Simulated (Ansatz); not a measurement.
# Relaxing W3C2

All numbers below come from DFT PBE, scalar-relativistic, plane waves, PAW in Ansatz 0.2.0. Cutoff 420 eV, Γ-centred k mesh, Gaussian smearing, no spin polarisation in the final step.

The start puts W3C2 on the corundum structure type (R-3c, No. 167), with C in place of Al, W in place of O, at a guessed volume.

```
CELL_PARAMETERS angstrom
2.73254 1.57763 4.97364
-2.73254 1.57763 4.97364
0.00000 -3.15527 4.97364
ATOMIC_POSITIONS crystal
W 0.05625 0.44375 0.75000
W 0.75000 0.05625 0.44375
W 0.44375 0.75000 0.05625
W 0.94375 0.55625 0.25000
W 0.25000 0.94375 0.55625
W 0.55625 0.25000 0.94375
C 0.85218 0.85218 0.85218
C 0.64782 0.64782 0.64782
C 0.14782 0.14782 0.14782
C 0.35218 0.35218 0.35218
```

Cell and atoms relax at zero pressure; the relaxation can't lower the symmetry of the start. After a coarse first stage the cell is made exact in the group found at 0.06 Å.

Energies over the elements count from the elements' standard structures at the same level, with no empirical corrections.

Task: Which crystal results?

Result: It keeps R-3c (No. 167). The result has the corundum structure. Conventional cell: a = 5.171 Å, c = 15.345 Å. Around W lie 4 C at 2.11–2.17 Å; C is coordinated by 6 W at 2.11–2.17 Å.

Space group R-3c:H (No. 167). a = 5.171 Å, b = 5.171 Å, c = 15.345 Å, α = 90.00°, β = 90.00°, γ = 120.00°
```
atom site symmetry x y z
   W   18e        .2  0.3263  0.0000  0.2500
   C   12c        3.  0.0000  0.0000  0.3389
```

Task: What are its volume, energy, density and gap?

Result: The volume per atom is 11.85 Å³, the density is 16.14 g/cm³ and the energy over the elements is 0.08 eV/atom. The gap on the 9×9×9 mesh is 0 eV (a metal).

The final run used a 9×9×9 mesh on its 10-atom cell and 0.10 eV smearing. For metals, differences of a few meV/atom aren't resolved. Spin–orbit coupling is left out. A structure relaxed within its symmetry needn't be a true minimum. The steps took about 9 core-minutes in all.